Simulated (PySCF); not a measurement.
A structure optimised at PBE-D3(BJ)/def2-TZVPD, used in a PySCF frequency run:

```
Na
Na 1 3.0943
```
Charge 0, spin multiplicity 1.

Write its SMILES, formula and point group.

[Na][Na], Na₂, D∞h

What are its rotational constants (standard atomic weights)?

4.5919 GHz (linear rotor, B only)
